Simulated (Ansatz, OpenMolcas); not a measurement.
# A ladder of methods for P2H2 (SMILES [H]/P=P/[H])

P2H2: 4 atoms, total charge 0, spin state singlet. As SMILES, `[H]/P=P/[H]`. The shape is that of a GFN2-xTB optimisation.

Each level gives the vertical energy of the triplet above the singlet (eV). The values are calculated.

```
                             level                    kind     program  value (eV)  less FCI/STO-3G  CPU time (all runs)
 HF/STO-3G, open shells restricted            Hartree–Fock  OpenMolcas        0.53            -1.83                3.4 s
                     revPBE/STO-3G                     GGA      Ansatz        2.62            +0.26                2.5 s
                     r2SCAN/STO-3G                meta-GGA      Ansatz        2.42            +0.06                 10 s
                  CAM-B3LYP/STO-3G  range-separated hybrid      Ansatz        2.00            -0.36                  3 s
                    wB97M-V/STO-3G  range-separated hybrid      Ansatz        2.28            -0.08                 33 s
                    RPA@PBE/STO-3G                     RPA      Ansatz        2.30            -0.06                3.7 s
                        MP2/STO-3G     perturbation theory      Ansatz        2.17            -0.19               0.25 s
                  MRCI(2,2)/STO-3G          multireference  OpenMolcas        2.33            -0.03                  3 s
                     CCSDTQ/STO-3G   coupled cluster or CI      Ansatz        2.36             0.00                 17 s
FCI/STO-3G, open shells restricted      exact in the basis  OpenMolcas        2.36             0.00                7.6 s
```

FCI/STO-3G, open shells restricted is exact within its basis and frozen core, so for wave-function methods in that basis the difference is their error; functionals converge differently with the basis, so for them it is only a difference. The values span 0.53 to 2.62 eV. All rows use very small basis sets, so none should be taken for the real molecule's value. In so small a basis fixed costs decide the times, and correlated methods can beat functionals. Times are those of the runs behind each value, whatever else they computed, on shared processors of several kinds: orders of magnitude only.
